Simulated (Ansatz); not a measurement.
**How far each method lies from UCCSDT(Q) for SiH$_{2}$⁻, doublet**

Geometry: displaced at random from a stationary point.

```xyz
3

Si   -0.0015   -0.0732    0.0022
H    -0.0024    0.9897    1.1068
H     0.0456    1.0490   -1.1674
```

Basis aug-cc-pVDZ; Ansatz 0.2.0. Correlated methods freeze the noble-gas cores, which leaves 7 electrons in 40 orbitals. R marks a restricted (for open shells ROHF) determinant, U an unrestricted one. Active spaces: valence = (7e, 6o) chosen from the atoms' valence shells.

Full CI isn't at hand for all of this; UCCSDT(Q) serves as the reference, and is uncertain by about the last step of the cluster series. The frozen core follows each run's orbitals, which can shift R against U totals by a few meV.

For open shells CISD is restricted-active-space CI with the open shells as a complete middle space.

```
UHF ⟨S²⟩                          : 0.772
T1 diagnostic (RCCSD)             : 0.0209
largest doubles amplitude (RCCSD) : 0.065
T1 diagnostic (UCCSD)             : 0.0194
```

```json
{"level": "UHF", "E − E(RHF) (eV)": "-0.1037"}
{"level": "RMP2", "E − E(RHF) (eV)": "-3.0229"}
{"level": "UMP2", "E − E(RHF) (eV)": "-3.0021"}
{"level": "RCCSD", "E − E(RHF) (eV)": "-3.7513"}
{"level": "UCCSD", "E − E(RHF) (eV)": "-3.7548"}
{"level": "RCCSD(T)", "E − E(RHF) (eV)": "-3.8699"}
{"level": "UCCSD(T)", "E − E(RHF) (eV)": "-3.8697"}
```

Task: Estimate how far UCCSDT(Q) in aug-cc-pVDZ lies from RCCSD(T). The table doesn't fix it; the size of (T) and the diagnostics are the guide.

Result: UCCSDT(Q) in aug-cc-pVDZ lies 0.72 kcal/mol below RCCSD(T), which is 26 % of the (T) step (-2.74 kcal/mol). The diagnostics give no warning, yet the rest is a sizeable part of (T).

The other levels:

```tsv
level	E − E(UCCSDT(Q)) (kcal/mol)	share of correlation (%)	wall time
CISD	7.95	91.16	0.84 s
BCCD(T)	0.72	99.20	1.5 s
RCCSDT	0.12	99.86	–
UCCSDT	0.12	99.87	–
RCCSDT(Q)	0.01	99.99	11 s
CASSCF (valence space)	70.34	21.82	–
NEVPT2 (valence space)	21.80	75.77	0.69 s
MRCISD (valence space)	5.36	94.04	–
MRCISD+Q (valence space)	0.27	99.70	1.1 s
```

The correlation energy at UCCSDT(Q), counted from RHF, is -3.901 eV. That run took 10 s on 1 thread of Arm Neoverse V2, shared host.

Times hold each run's SCF and search for its determinant on a shared host, so for small cases they say little of a method's own cost; they ran on 1 thread of Arm Neoverse V2.

Natural occupations of CASSCF (valence space) about the gap: 1.996 1.978 1.969 1.000 0.031 0.026; effectively unpaired electrons, Σ n²(2−n)², 1.01.
